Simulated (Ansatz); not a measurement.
A calculation with Ansatz (development build ahead of 0.2.0).

```yaml
crystal:
  periodic: [false, false, false]
  atoms:
    - { symbol: C, position_ang: [0.0, 0.0, -0.15077] }
    - { symbol: H, position_ang: [0.0, 0.0, 0.90463] }
basis:
  gaussian: { orbitals: cc-pVDZ }
total_charge: 1
hamiltonian:
  xc: hf
correlation:
  method: mp2
  frozen_orbitals: { C: 1, H: 0 }
```

The input is written out in the form of the current development build from the run's settings.

Results

```
Converged                       : yes
Reference energy                : -37.89766 hartree
Correlation energy              : -0.06711 hartree
Total energy                    : -37.96477 hartree
Spin squared of the determinant : 0.000
```

Caution: in another basis set an unrestricted determinant lies well below.
